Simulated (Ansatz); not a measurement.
# NH$_{4}$⁺ ··· CH$_{4}$S

The pair of NH$_{4}$⁺ (SMILES [NH4+], atoms 1–5) and CH$_{4}$S (SMILES CS, atoms 6–11), both closed shells, in one local arrangement (a lower one may exist), relaxed at PBE0-D4/def2-TZVP:

```xyz
11
angstrom
N 0.2840 -0.1638 -2.0901
H -0.6889 -0.0566 -2.3778
H 0.3395 -0.3002 -1.0182
H 0.8084 0.6661 -2.3669
H 0.6800 -0.9808 -2.5562
C -0.6907 0.2929 1.8909
S 0.4670 -0.7701 0.9933
H -0.4827 0.2252 2.9568
H -1.6861 -0.1077 1.7023
H -0.6372 1.3265 1.5565
H 1.6066 -0.1315 1.3095
```

Program: Ansatz 0.2.0. Basis: def2-TZVPPD, with def2-QZVPPD for the basis limit. Cores are frozen in the correlated methods. B3LYP uses VWN-RPA correlation. Extrapolation: Hartree–Fock as exp(−7.88 √X), correlation as X^−2.97. Interaction energies count from these two fragments, frozen as in the pair, with the counterpoise correction; negative means bound.

Q: What is the interaction energy by CCSD(T) at an estimated basis limit (MP2 extrapolated from triple and quadruple zeta, plus CCSD(T) − MP2 in triple zeta)? (An estimate is asked for; the value comes from the calculation.)

A: The calculation gives: -18.40 kcal/mol. Hartree–Fock alone gives -14.30 kcal/mol at the basis limit. It counts from the two fragments frozen as in the pair.

The same quantity by other methods in triple zeta, and each one's difference from that estimate:
```tsv
method	E_int (kcal/mol)	difference
PBE-D4	-21.78	-3.38
revPBE-D4	-20.82	-2.42
BLYP-D4	-20.51	-2.11
r2SCAN-D4	-20.58	-2.18
B97M-V	-19.39	-0.99
PBE0-D4	-20.85	-2.46
B3LYP-D4	-20.10	-1.70
HSE06-D4	-20.89	-2.49
wB97X-V	-18.98	-0.58
wB97M-V	-18.69	-0.29
B2PLYP	-18.52	-0.12
HF	-14.27	4.13
MP2	-18.21	0.19
CCSD	-16.99	1.41
CCSD(T)	-17.65	0.75
```
Differences are method less estimate.

Q: Which atoms make the shortest contact between the fragments?

A: H3 and S7, 2.07 Å apart.

Energy to bend the free fragments (PBE0-D4 minima) into their shapes in the pair, CCSD(T)/def2-TZVPPD: NH$_{4}$⁺ 1.56 kcal/mol; CH$_{4}$S 0.14 kcal/mol. This must be added to the interaction energy to get the binding energy from relaxed fragments.

Basis-set superposition shift (counterpoise-corrected less uncorrected): CCSD(T) 0.71; MP2 0.71; HF 0.07; PBE0-D4 0.07; wB97M-V 0.10 kcal/mol.

The T1 diagnostic stays at or below 0.010.

For scale, one of the runs: CCSD(T)/def2-TZVPPD, 261 basis functions, launched by `ansatz run in.yaml --threads 4 --pin off --events-out ev --progress --plain --max-ram 9574MiB`. Hardware: 4 CPU threads of an Arm Neoverse V1, shared host. Wall time 110 s; peak host memory 6.1 GiB.
